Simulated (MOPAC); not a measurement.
MOPAC input (MNDO):

```
MNDO 1SCF UHF MS=0.5 GEO-OK AUX(PRECISION=9) THREADS=1
C2H6N

C     1.13228689 1   -0.40255019 1    0.03573367 1
C    -0.06084393 1    0.55816703 1    0.03963237 1
N    -1.34580162 1   -0.08769799 1    0.01271910 1
H     2.07177877 1    0.15098225 1    0.08586566 1
H     1.08765095 1   -1.07374850 1    0.89469680 1
H     1.14287038 1   -1.00959134 1   -0.87255254 1
H     0.00724559 1    1.20999155 1   -0.84834175 1
H    -0.01826377 1    1.21828069 1    0.90999372 1
H    -1.29932838 1   -0.81572973 1   -0.71089176 1
```

**Question.** What heat of formation does the run end on, and which ionisation energy by Koopmans theorem?

**Answer.** 24.86 kcal/mol; 11.32 eV.
